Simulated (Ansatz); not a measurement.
A run of Ansatz (development build ahead of 0.2.0) on doublet SiH₃ at this shape:

```yaml
atoms:
  - { symbol: Si, position_ang: [0.0000, 0.0000, 0.0858] }
  - { symbol: H, position_ang: [1.5384, 0.0000, -0.4006] }
  - { symbol: H, position_ang: [-0.7692, 1.3323, -0.4006] }
  - { symbol: H, position_ang: [-0.7692, -1.3323, -0.4006] }
```

Its results:

- Converged: yes
- Reference energy: -290.61990 hartree
- Correlation energy: -0.10793 hartree
- Total energy: -290.72783 hartree
- Spin squared of the determinant: 0.755

Problem. Which input gives this output? Name the method, the orbitals and the basis set, and write the input.

Solution. UHF-MP2 in def2-TZVP.

```yaml
crystal:
  periodic: [false, false, false]
  atoms:
    - { symbol: Si, position_ang: [0.0, 0.0, 0.08584] }
    - { symbol: H, position_ang: [1.53841, 0.0, -0.40057] }
    - { symbol: H, position_ang: [-0.7692, 1.3323, -0.40057] }
    - { symbol: H, position_ang: [-0.7692, -1.3323, -0.40057] }
basis:
  gaussian: { orbitals: def2-TZVP }
magnetization:
  spin_polarized: true
  initial_magnetization: 1
hamiltonian:
  xc: hf
correlation:
  method: mp2
  frozen_orbitals: { H: 0, Si: 5 }
```
